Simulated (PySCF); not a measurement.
# Which functional comes closest?

Molecule: `C#C`, C2H2.

Geometry:
| atom | x (Å) | y (Å) | z (Å) |
| --- | --- | --- | --- |
| C1 | -0.547 | 0.011 | -0.211 |
| C2 | 0.589 | -0.055 | 0.196 |
| H3 | -1.558 | 0.073 | -0.570 |
| H4 | 1.600 | -0.120 | 0.556 |

Geometry PBE0-D3(BJ)/def2-SVP throughout; GIAO in PySCF, gas phase, one conformer, non-relativistic; equivalent atoms averaged; basis pcSseg-2.

Reference values (CCSD(T)/pz3d2f; gas (isolated, no vibration); A. A. Auer, PhD thesis, Mainz 2002 (Auer, Gauss, Stanton, JCP 2003, 118, 10407)): σ(C1/C2) = 123.3 ppm.

Question: How do the functionals HF, LDA, PBE, BLYP, BP86, OPBE, KT2, KT3, B97-D, B3LYP, PBE0, mPW1PW91, WP04, B97-2, BHandHLYP, CAM-B3LYP, wB97X-D, LC-wPBE perform against the reference? Times are CPU seconds on shared hosts with different chips, so compare them loosely; the GGAs took longer than the global hybrids here, which isn't the general rule, and the cause wasn't traced.

Answer: 
| functional | kind | C1/C2 | abs. error C | core-s |
| --- | --- | --- | --- | --- |
| HF | Hartree–Fock | 114.5 | 8.8 | 0.6 |
| LDA | LDA | 100.3 | 23.0 | 1.6 |
| PBE | GGA | 105.8 | 17.5 | 2 |
| BLYP | GGA | 104.2 | 19.1 | 2 |
| BP86 | GGA | 106.0 | 17.3 | 2 |
| OPBE | GGA | 112.7 | 10.6 | 2 |
| KT2 | GGA | 115.5 | 7.8 | 2 |
| KT3 | GGA | 116.8 | 6.5 | 2 |
| B97-D | GGA | 110.0 | 13.3 | 2 |
| B3LYP | global hybrid | 105.3 | 18.0 | 1.5 |
| PBE0 | global hybrid | 107.5 | 15.8 | 1.9 |
| mPW1PW91 | global hybrid | 107.3 | 16.0 | 1.5 |
| WP04 | global hybrid | 103.9 | 19.4 | 1.6 |
| B97-2 | global hybrid | 110.0 | 13.3 | 1.5 |
| BHandHLYP | global hybrid | 107.9 | 15.4 | 1.5 |
| CAM-B3LYP | range-separated hybrid | 104.7 | 18.6 | 1.9 |
| wB97X-D | range-separated hybrid | 106.8 | 16.5 | 1.8 |
| LC-wPBE | range-separated hybrid | 104.9 | 18.4 | 2.6 |

For ¹³C the closest is KT3 (6.5 ppm) and the furthest LDA (23.0 ppm). One molecule is a small sample, and the reference may use another geometry.
